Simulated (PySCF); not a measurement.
Si(H)2 anion (H2Si), SMILES [SiH2] (connectivity only; charge and spin as stated), charge -1, multiplicity 2.

Geometry optimised at PBE0-D3(BJ)/def2-TZVPD. The spin state was assumed, not searched. The isomer is the one that the SMILES or the coordinates give; other isomers of the formula were not compared.

Two levels are set side by side: PBE/def2-TZVPD (PySCF) and ωB97X/def2-TZVPD (PySCF). Same geometry, gas phase. Differences are taken from unrounded values.

```tsv
quantity	ωB97X
α-spin orbital gap (eV)	7.29
β-spin orbital gap (eV)	7.62
mean polarisability (bohr³)	71.0
```

Question: What does PBE give, and how far is it from ωB97X? (Estimate from the structure and the level; the computed values follow.)

Answer: 
```csv
quantity,PBE,PBE minus ωB97X
α-spin orbital gap (eV),2.39,-4.90
β-spin orbital gap (eV),2.49,-5.14
mean polarisability (bohr³),77.4,6.5
```

PBE's more diffuse valence density responds more strongly to a field. Differences between two approximate levels are no errors against the true value.

Rough cost on one machine, each run with all the roots and properties that it gave: ωB97X against PBE within a factor of 2.
